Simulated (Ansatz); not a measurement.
Species, as SMILES: N#[N+][O-].
Atoms: N1, N2, O3. Bonds: N1-N2, N2-O3.

Basis-set convergence of the highest harmonic wavenumber at MP2 with Ansatz (a first-principles code). Each level at its own minimum, finite differences of forces, unscaled; the reference is a large set that could be run, not a limit. Cartesian d functions, on some or all atoms, in 6-31G*; all else is spherical. Cores are frozen. No added dispersion term, no relativity. Reference: the value in def2-QZVPP, 2241 cm⁻¹, itself unsure by roughly 10 cm⁻¹ (its mean distance from cc-pVQZ, aug-cc-pVTZ, def2-TZVPPD). Deviations are taken from unrounded values.

```
basis            functions  highest harmonic wavenumber (cm⁻¹)  minus reference (cm⁻¹)
---------------  ---------  ----------------------------------  ----------------------
cc-pVDZ                 42                                2262                      22
def2-SVP                42                                2329                      89
6-31G*                  45                                2247                       6
6-311+G**               66                                2243                       2
pcseg-2                 90                                2240                       0
def2-TZVPPD            114                                2231                     -10
jun-cc-pV(T+d)Z        117                                2226                     -14
cc-pVQZ                165                                2243                       3
def2-QZVPP             171                                2241                       0
```

The smallest set listed that lies within 50 cm⁻¹ of the reference with all its larger relatives (same family, alike in diffuse functions; a set with none counts only in the reference's own line) is cc-pVDZ (42 functions, 22 cm⁻¹ off). Inside, with no larger relative to test it: pcseg-2, def2-TZVPPD. (Relatives not listed, tested too: 6-311G** 24, cc-pVTZ 3, 6-311++G(3df,3pd) 0, aug-cc-pVTZ -17 cm⁻¹.)
